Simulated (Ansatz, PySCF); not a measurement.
Dimer: CH4 (SMILES C) (first 5 atoms) with C2H6 (SMILES CC); geometry from A24 set.
(charge 0, multiplicity 1):
```
atom    x (Å)    y (Å)    z (Å)
----  -------  -------  -------
C      0.0000   0.0000  -2.8581
H      0.3930  -0.9471  -2.4937
H      0.6237   0.8139  -2.4937
H     -1.0168   0.1332  -2.4937
H      0.0000   0.0000  -3.9463
C      0.0000   0.0000   0.7614
C      0.0000   0.0000   2.2882
H     -0.6171  -0.8082   0.3657
H     -0.3914   0.9386   0.3657
H      1.0085  -0.1303   0.3657
H     -1.0089   0.1303   2.6826
H      0.3916  -0.9389   2.6826
H      0.6173   0.8086   2.6826
```

Basis-set superposition error: the interaction energy with monomers in their own basis, and in the dimer's basis (counterpoise).

Run with Ansatz (a program for electronic structure); PySCF for 6-31G* rows. Values without a source in brackets are computed.

```json
[
 {"level": "SVWN5/def2-TZVPPD", "uncorrected (kcal/mol)": "-1.06", "counterpoise (kcal/mol)": "-1.00", "difference": "0.06"},
 {"level": "PBE/def2-TZVPPD", "uncorrected (kcal/mol)": "-0.07", "counterpoise (kcal/mol)": "-0.03", "difference": "0.04"},
 {"level": "B3LYP/6-31G*", "uncorrected (kcal/mol)": "0.27", "counterpoise (kcal/mol)": "0.55", "difference": "0.28"},
 {"level": "B3LYP/def2-TZVPPD", "uncorrected (kcal/mol)": "0.46", "counterpoise (kcal/mol)": "0.50", "difference": "0.04"},
 {"level": "CAM-B3LYP/def2-TZVPPD", "uncorrected (kcal/mol)": "0.06", "counterpoise (kcal/mol)": "0.10", "difference": "0.04"},
 {"level": "wB97M-V/def2-TZVPPD", "uncorrected (kcal/mol)": "-0.53", "counterpoise (kcal/mol)": "-0.49", "difference": "0.04"},
 {"level": "B2PLYP/def2-TZVPPD", "uncorrected (kcal/mol)": "0.00", "counterpoise (kcal/mol)": "0.09", "difference": "0.09"},
 {"level": "MP2/6-31G*", "uncorrected (kcal/mol)": "-0.18", "counterpoise (kcal/mol)": "0.15", "difference": "0.33"},
 {"level": "SCS-MP2/aug-cc-pVDZ", "uncorrected (kcal/mol)": "-0.92", "counterpoise (kcal/mol)": "-0.21", "difference": "0.71"},
 {"level": "CCSD/aug-cc-pVDZ", "uncorrected (kcal/mol)": "-0.99", "counterpoise (kcal/mol)": "-0.35", "difference": "0.64"}
]
```

The error is largest for SCS-MP2/aug-cc-pVDZ (0.71 kcal/mol) and smallest for wB97M-V/def2-TZVPPD (0.04 kcal/mol).
